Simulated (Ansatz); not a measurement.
`[SiH]Cl` + H₂O → `O[SiH]` + HCl at 400 K and 1 bar (formal hydrolysis of the Si–Cl bond).

Computed with Ansatz on PBE0-D4/def2-TZVP structures; ΔE is electronic, products minus reactants. CBS: def2 TZ/QZ extrapolation, frozen cores.

```csv
species,CCSD(T)/CBS energy (Eh),H − E (kJ/mol),S (J/(mol·K))
`[SiH]Cl`,-749.43816,35.1,263.9
H₂O,-76.37685,69.8,198.6
`O[SiH]`,-365.43384,70.5,255.7
HCl,-460.38167,29.6,195.4
```

H − E and S are ideal-gas, rigid-rotor, harmonic terms from PBE0-D4/def2-TZVP. 1 Eh = 2625.50 kJ/mol, R = 8.31446 J/(mol·K).

Task: By hand: ΔE, ΔH, ΔS and ΔG.

Result: ΔE = (-365.43384) + (-460.38167) − (-749.43816) − (-76.37685) = -0.00050 Eh = -1.3 kJ/mol. Δ(H − E) = 70.5 + 29.6 − 35.1 − 69.8 = -4.8, so ΔH = -6.1 kJ/mol. ΔS = 255.7 + 195.4 − 263.9 − 198.6 = -11.4 J/(mol·K). ΔG = -6.1 − 400 × (-11.4)/1000 = -1.5 kJ/mol.

Task: By hand: the equilibrium constant, and the temperature at which ΔG would vanish if ΔH and ΔS stayed fixed.

Result: log₁₀ K = −ΔG/(RT ln 10) = 0.2. ΔG = 0 at ΔH/ΔS = 535 K, though so small a ΔH makes that figure unsure.

TΔS isn't small against ΔH here. The sign of ΔG lies within the doubt. A doubt of 5 kJ/mol in ΔE shifts log₁₀ K by 0.7 here. These are equilibria of isolated gas molecules and say nothing of rates. Largest T1 diagnostic: 0.016 (customary marks: 0.02 for closed shells, 0.045 for open ones).
